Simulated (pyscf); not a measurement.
Single points on ωB97X-D3(BJ)/def2-SVP structures (PySCF, gas phase).

Problem. What is the homolytic dissociation enthalpy (298 K, ωB97M-D3(BJ)/def2-TZVP) of the C–C bond of H₃C–CH=CH–CH₂–CH=O, to H₂C=CH–CH•–CH₃ + •HC=O?

Solution. C–C to H₂C=CH–CH•–CH₃ + •HC=O: 66.2 kcal/mol. The 7 functionals that were run give +58.3 (r²SCAN) to +68.4 kcal/mol (M06-2X). The radicals are drawn with the spin at the cut bond; how far it spreads was not checked. Other isomers of H₂C=CH–CH•–CH₃ were not searched in full and may lie lower.
